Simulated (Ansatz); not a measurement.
Geometry optimisation, Ansatz 0.2.0, RKS PBE/6-31G.

Input:

```yaml
crystal:
  periodic: [false, false, false]
  atoms:
    - { symbol: C, position_ang: [-0.5866, 0.7058, -0.2726] }
    - { symbol: B, position_ang: [0.6886, -0.0854, -0.0417] }
    - { symbol: S, position_ang: [0.781, -1.252, 1.4134] }
    - { symbol: H, position_ang: [-1.4142, 0.0661, -0.4273] }
    - { symbol: H, position_ang: [-0.5181, 1.3713, -1.2096] }
    - { symbol: H, position_ang: [-0.8294, 1.4188, 0.5905] }
    - { symbol: H, position_ang: [1.6324, 0.0286, -0.7784] }
    - { symbol: H, position_ang: [0.3385, -2.3103, 0.67] }
basis:
  gaussian: { orbitals: "6-31G" }
hamiltonian:
  xc: pbe
relax:
  f_tol: 0.015
  max_steps: 40
output:
  orbitals: {}
```

Command:

```bash
$ ansatz run input.yaml --threads 1 --pin off --max-ram 2048MiB --backend cpu --events-out ev --progress --plain --runs-dir out
```

Problem. Where does it end, and by what steps?

Solution. The forces met the threshold. The force dipped under the threshold on the way, but the program's further checks kept it going. Limits of this set-up: no polarisation functions. After 15 steps the energy has fallen by 0.992 eV; H8 moved furthest, 1.23 Å.

```json
{"step": "0", "energy less start (eV)": "0.0000", "largest force component (eV/Å)": "3.311", "accepted": "yes"}
{"step": "1", "energy less start (eV)": "-0.1996", "largest force component (eV/Å)": "1.003", "accepted": "yes"}
{"step": "2", "energy less start (eV)": "-0.3099", "largest force component (eV/Å)": "0.689", "accepted": "yes"}
{"step": "3", "energy less start (eV)": "-0.4539", "largest force component (eV/Å)": "1.286", "accepted": "yes"}
{"step": "4", "energy less start (eV)": "-0.6440", "largest force component (eV/Å)": "1.179", "accepted": "yes"}
{"step": "5", "energy less start (eV)": "-0.8186", "largest force component (eV/Å)": "0.895", "accepted": "yes"}
{"step": "6", "energy less start (eV)": "-0.9091", "largest force component (eV/Å)": "0.564", "accepted": "yes"}
{"step": "7", "energy less start (eV)": "-0.9028", "largest force component (eV/Å)": "0.645", "accepted": "no"}
{"step": "8", "energy less start (eV)": "-0.9516", "largest force component (eV/Å)": "0.242", "accepted": "yes"}
{"step": "9", "energy less start (eV)": "-0.9687", "largest force component (eV/Å)": "0.119", "accepted": "yes"}
{"step": "10", "energy less start (eV)": "-0.9784", "largest force component (eV/Å)": "0.298", "accepted": "yes"}
{"step": "11", "energy less start (eV)": "-0.9894", "largest force component (eV/Å)": "0.062", "accepted": "yes"}
{"step": "12", "energy less start (eV)": "-0.9916", "largest force component (eV/Å)": "0.014", "accepted": "yes"}
{"step": "13", "energy less start (eV)": "-0.9919", "largest force component (eV/Å)": "0.058", "accepted": "yes"}
{"step": "14", "energy less start (eV)": "-0.9903", "largest force component (eV/Å)": "0.116", "accepted": "no"}
{"step": "15", "energy less start (eV)": "-0.9923", "largest force component (eV/Å)": "0.004", "accepted": "yes"}
```

```xyz
8
Properties=species:S:1:pos:R:3
C -0.635 0.868 -0.273
B 0.339 -0.350 -0.171
S 0.580 -1.190 1.444
H -1.414 0.659 -1.033
H -0.085 1.753 -0.652
H -1.135 1.148 0.669
H 0.952 -0.774 -1.115
H 1.491 -2.170 1.074
```

Run time: 21 s on 1 thread of Arm Neoverse V2, on a shared host, peak memory 0.12 GiB.
